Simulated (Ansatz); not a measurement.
We consider rutile MnO2, described by HSE06 in Ansatz (PAW).

Settings: plane-wave cutoff 460 eV, 6×6×8 k mesh (along the axes of the cell as run), Fermi–Dirac smearing 0.01 eV, spin-polarised with opposed moments, scalar-relativistic PAW data made under PBE.

Cell (relaxed at this level):

```yaml
crystal:
  lattice:
    - [4.36879, 0.00000, 0.00000]
    - [0.00000, 4.36879, 0.00000]
    - [0.00000, 0.00000, 2.85603]
  atoms:
    - { symbol: Mn, position: [0.00000, 0.00000, 0.00000], spin: 3.0 }
    - { symbol: Mn, position: [0.50000, 0.50000, 0.50000], spin: -3.0 }
    - { symbol: O, position: [0.30549, 0.30549, 0.00000] }
    - { symbol: O, position: [0.80549, 0.19451, 0.50000] }
    - { symbol: O, position: [0.19451, 0.80549, 0.50000] }
    - { symbol: O, position: [0.69451, 0.69451, 0.00000] }
```

Problem. Predict the band gap and magnetic moment (largest site, within a sphere).

Solution. 
- band gap: 1.81 eV (on the SCF k mesh) (direct)
- magnetic moment (largest site, within a sphere): 2.53 μB

Note: the collinear magnetic order is the start's and need not be the measured one.

Spins in the cell block are starting values.

Moments are spin moments.

Computed values are for the static lattice.

The result took roughly 110 core-minutes.

Ansatz is a quantum-chemistry and plane-wave program.
